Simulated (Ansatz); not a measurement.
A displaced shape of singlet NH₃:

```xyz
4

N    -0.0005   -0.0215    0.0765
H     0.9472    0.0340   -0.2489
H    -0.5057    0.8251   -0.2544
H    -0.4459   -0.8553   -0.2864
```

It was optimised with PBE0/def2-SVP in Ansatz (development build ahead of 0.2.0) to forces under 0.001 eV/Å, with restricted orbitals. Each step stands on the lowest determinant of that kind that the program's search found.

(1) What shape does it relax to, and how does the optimisation go?

Results:

(1)

```yaml
atoms:
  - { symbol: N, position_ang: [-0.0052, -0.0114, 0.1256] }
  - { symbol: H, position_ang: [0.9353, 0.0306, -0.2665] }
  - { symbol: H, position_ang: [-0.4960, 0.7913, -0.2679] }
  - { symbol: H, position_ang: [-0.4389, -0.8282, -0.3043] }
```

Bond lengths: N1–H2 1.020 Å, N1–H3 1.020 Å, N1–H4 1.020 Å. Angles: H2–N1–H3 105.3°, H2–N1–H4 105.3°, H3–N1–H4 105.3°.

```json
{"step": "1", "E − E(start) (eV)": "0.0000", "largest force (eV/Å)": "1.0122"}
{"step": "2", "E − E(start) (eV)": "-0.0313", "largest force (eV/Å)": "0.3793"}
{"step": "3", "E − E(start) (eV)": "-0.0399", "largest force (eV/Å)": "0.1005"}
{"step": "4", "E − E(start) (eV)": "-0.0403", "largest force (eV/Å)": "0.0095"}
{"step": "5", "E − E(start) (eV)": "-0.0403", "largest force (eV/Å)": "0.0016"}
{"step": "6", "E − E(start) (eV)": "-0.0403", "largest force (eV/Å)": "0.0004"}
```

The optimisation ended after 6 steps with its threshold met.
